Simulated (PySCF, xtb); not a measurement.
fluorine (F₂), SMILES FF.

xtb 6.7.1 with GFN2-xTB at its own geometry gives an orbital gap of 4.60 eV and a dipole moment of 0.00 D.

Geometry optimised at B3LYP-D3(BJ)/def2-TZVPD.

Q: What does r2SCAN/def2-TZVPD (PySCF) give? (Estimate from the structure and the level; the computed values follow.)

A: gap 4.73 eV (levels -9.93 and -5.20 eV), dipole 0.00 D.
